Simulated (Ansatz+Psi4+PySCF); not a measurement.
Values are calculated unless marked as measured or tabulated.
Input for Ansatz (development build ahead of 0.2.0):

```yaml
crystal:
  periodic: [false, false, false]
  atoms:
    - { symbol: C, position_ang: [0.4005, -0.1194, 0.13] }
    - { symbol: C, position_ang: [-0.1023, -0.7899, -0.8985] }
    - { symbol: F, position_ang: [-0.284, 0.8755, 0.7419] }
    - { symbol: H, position_ang: [-1.086, -0.565, -1.2901] }
    - { symbol: H, position_ang: [0.4798, -1.5774, -1.3571] }
basis:
  gaussian: { orbitals: cc-pVTZ }
magnetization:
  spin_polarized: true
  initial_magnetization: 1
hamiltonian:
  xc: hf
correlation:
  method: mp2
  frozen_orbitals: { C: 1, F: 1, H: 0 }
scf:
  omitted_lower_state_checks: [stability, starts, atomic_configurations, cluster_reference, orbital_swaps, given_window_search, neighbouring_geometries, increment]
```

The input is written out in the form of the current development build from the run's settings.

The run gave:

* Converged: yes
* Reference energy: -176.30310 hartree
* Correlation energy: -0.52466 hartree
* Total energy: -176.82776 hartree
* Spin squared of the determinant: 0.990

Caution: the unrestricted determinant is spin contaminated.
